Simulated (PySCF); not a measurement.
## Name the molecule from its bond curve

A diatomic of charge +1 contains H. Its doublet curve at PBE0 in a triple-zeta basis (no relativity, PySCF), in eV from the separated fragments:

```csv
R (Å),E (eV)
1.040,-2.194
1.088,-2.423
1.137,-2.555
1.173,-2.605
1.209,-2.620
1.245,-2.606
1.294,-2.552
1.354,-2.441
1.427,-2.266
1.523,-1.997
```

The fit gives ωe = 2534 cm⁻¹ and the rotational constant Bₑ = 12.50 cm⁻¹.

Problem. Which atom is the partner?

Solution. The minimum lies at 1.208 Å, so the reduced mass is 16.8576 u Å² cm⁻¹/(Bₑ·Re²) = 0.9242 u. With H at 1.01 u the partner weighs about 10.9 u: B. The molecule is BH⁺.

The state is the lowest determinant that a PBE0 search found; another state may lie lower at other levels.
